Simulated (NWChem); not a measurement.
System: NH₂, doublet; SMILES [NH2]

Input file for NWChem:

```
start job
memory heap 200 mb stack 900 mb global 1100 mb
geometry units angstroms noautosym nocenter noautoz
  N      0.000000     0.000000     0.177819
  H      0.799965     0.000000    -0.477414
  H     -0.799965     0.000000    -0.477414
end
basis spherical
  * library pcseg-1
end
dft
  odft
  mult 2
  xc b3lyp
  iterations 150
end
cosmo
  do_cosmo_smd true
  solvent water
end
task dft energy
```

In the optimisation the excess spin sits in b2 (C2v, its own frame). Structure relaxed at the PBE0/def2-SVP, spin-unrestricted level. No stability test was run on the SCF state. B3LYP is NWChem's, with the RPA form of VWN correlation. Solvent: water.

Solvent water, SMD (1 M gas to 1 M solution), gas-phase geometry. Reactions with the solvent are ignored.

Question: Predict the main results of this run. (B3LYP/pcseg-1, spin-unrestricted, SMD on the gas-phase geometry.) Quantities: basis functions; solvation free energy (kcal/mol); cavity-dispersion-structure term (kcal/mol); dipole in solution (D).

Answer: 
```
Item                                         Result
-------------------------------------------  ------
number of basis functions                        24
solvation free energy (kcal/mol)               -3.8
cavity-dispersion-structure term (kcal/mol)     1.5
dipole in solution (D)                         2.34
```
